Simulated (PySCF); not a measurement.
Job file and geometry (Å, from GFN2-xTB) of an NMR shielding run on `[AlH]`, AlH, PySCF, GIAO PBE0/pcSseg-1 NMR shielding, non-relativistic, gas phase; density fitting, a coarse starting grid and PySCF grid level 2 are the driver's defaults:

```
{"job": {"kind": "nmr", "xc": "PBE0", "basis": "pcSseg-1"}, "charge": 0, "multiplicity": 1}
Al     0.807888    -0.003064    -0.002634
H     -0.805131     0.004332    -0.011514
```

Problem. What does the program print?

Solution. 
```
coarse grid: 2248 points
cycle   1  E = -242.8321218263  dE = -1.222e-01  |g| = 1.274e-01  |ddm| = 1.190e+00
cycle   2  E = -242.8374306930  dE = -5.309e-03  |g| = 6.086e-02  |ddm| = 3.705e-01
cycle   3  E = -242.8389254379  dE = -1.495e-03  |g| = 5.408e-03  |ddm| = 1.520e-01
cycle   4  E = -242.8389299791  dE = -4.541e-06  |g| = 7.612e-04  |ddm| = 8.542e-03
final grid: 17264 points
cycle   5  E = -242.8441392218  dE = -9.065e-07  |g| = 6.366e-04  |ddm| = 2.718e-03
cycle   6  E = -242.8441392430  dE = -2.119e-08  |g| = 2.854e-04  |ddm| = 4.028e-04
cycle   7  E = -242.8441392478  dE = -4.838e-09  |g| = 6.191e-06  |ddm| = 1.387e-04
cycle   8  E = -242.8441392478  dE = -9.351e-12  |g| = 1.380e-06  |ddm| = 1.500e-05
converged SCF energy = -242.8441392478

GIAO shielding tensors (ppm)
atom      isotropic    diamagn.    paramagn.     s11        s22        s33       span
  0 Al      47.788     789.939    -742.150   -322.165   -322.161    787.691   1109.856
  1 H       22.335      28.424      -6.089     16.343     16.343     34.319     17.976
```

Size and cost of the density-fitted run: 29 basis functions, 1.1 s wall time on 1 thread of an Arm Neoverse V1, shared host.
